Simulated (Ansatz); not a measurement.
Band gap (eV) of 26 layered and molecular crystals, computed with HSE06 in Ansatz (PAW) and with PBE0 (Ansatz, a first-principles code, PAW). The set holds measured phases with no doubt noted on the run or the magnetic state but for the caveats below. 36 more of the class have both values but aren't in it, for one of these reasons: built or high-temperature cells, doubts on the run or the magnetic state, unlike cells, values of zero, database compounds that came out metallic. Solids without a value at one level (not run, failed, or a magnetic order lost), or held back for tests, aren't counted.

All rows, in order of the shift (worked out from unrounded values):

| solid | HSE06 | PBE0 | shift (eV) |
|---|---|---|---|
| tetradymite Bi2Te3 | 0.64 | 1.13 | +0.49 |
| tetradymite Bi2Se3 | 0.65 | 1.17 | +0.52 |
| TlGaTe2 (I4/mcm, No. 140) | 0.83 | 1.39 | +0.56 |
| black phosphorus | 0.13 | 0.73 | +0.60 |
| TlInSe2 (I4/mcm, No. 140) | 1.12 | 1.73 | +0.61 |
| SnPSe3 (P2₁/c, No. 14) | 1.77 | 2.38 | +0.61 |
| TlGaSe2 (C2/c, No. 15) | 1.83 | 2.45 | +0.62 |
| TlS (I4/mcm, No. 140) | 0.86 | 1.49 | +0.62 |
| litharge SnO | 0.42 | 1.05 | +0.63 |
| 1T (CdI2-type) PbI2 | 2.92 | 3.56 | +0.64 |
| 1T (CdI2-type) ZrSe2 | 0.88 | 1.52 | +0.64 |
| 1T (CdI2-type) SnSe2 | 1.17 | 1.81 | +0.64 |
| trigonal Se | 1.78 | 2.42 | +0.64 |
| 2H MoTe2 | 1.11 | 1.75 | +0.64 |
| SnPS3 (Pc, No. 7) | 2.39 | 3.04 | +0.65 |
| Tl4HgI6 (P4/mnc, No. 128) | 2.05 | 2.71 | +0.65 |
| litharge PbO | 1.86 | 2.52 | +0.65 |
| solid iodine | 1.91 | 2.59 | +0.68 |
| 1T (CdI2-type) CdI2 | 3.31 | 3.99 | +0.68 |
| 1T (CdI2-type) HfS2 | 1.85 | 2.53 | +0.69 |
| 1T (CdI2-type) SnS2 | 2.25 | 2.94 | +0.69 |
| 1T (CdI2-type) MgI2 | 4.45 | 5.15 | +0.70 |
| hexagonal BN | 5.54 | 6.29 | +0.75 |
| solid chlorine | 4.12 | 4.90 | +0.78 |
| solid CO2 (dry ice) | 8.69 | 9.47 | +0.79 |
| α-N2 | 9.82 | 10.62 | +0.80 |

The shift from HSE06 to PBE0 has a median of +0.64 eV, and eight in ten lie between +0.58 eV and +0.76 eV; PBE0 is the larger in 26 of 26.

Ansatz's runs of these crystals have no spin polarisation.

Density-functional gaps are differences of (generalised) Kohn–Sham levels.

Spin–orbit coupling is included only where a level's name says +SOC; with heavier elements it mostly lowers gaps and can invert bands. Cells: HSE06 at the measured cell; PBE0 at the measured cell. Ansatz's density-functional and Hartree–Fock values are scalar-relativistic unless marked +SOC, with PAW data made under PBE.
